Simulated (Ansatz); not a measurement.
Coupled-cluster diagnostics for [S5]2- (S₅²⁻), Ansatz.

Geometry of the singlet (PBE-D4/def2-SVPD):

```xyz
5

S     2.899    0.706   -1.323
S     1.502   -0.760   -0.807
S     0.333   -0.322    0.966
S    -1.521    0.779    0.749
S    -3.212   -0.402    0.416
```

Correlated methods freeze 25 core orbitals. A multiply charged anion in the gas phase is held together partly by the finite basis.

Problem. Estimate the CCSD(T) correlation energy, the shares of MP2 and (T), T1 and the reference's ⟨S²⟩ for: charge -2, singlet, own geometry in def2-TZVPD; and the rough time on 4 threads of Arm Neoverse V1 on a shared host.

Solution. 
```json
{"state": "charge -2, singlet, own geometry", "basis": "def2-TZVPD", "correlation (eV)": "-27.236", "MP2 share (%)": "88.5", "(T) share (%)": "6.0", "T1": "0.022", "⟨S²⟩ (pure)": "0.00 (0.00)", "wall time": "1.9 min", "remarks": "large T1 (0.022)"}
```
Customary marks for T1 are 0.02 (closed shells), 0.045 (open shells) and about 0.05 (3d metals). T1 exceeds 0.02 in 1 of 1 rows and 0.045 in 0; the higher it lies, the less the single-reference result can be trusted.
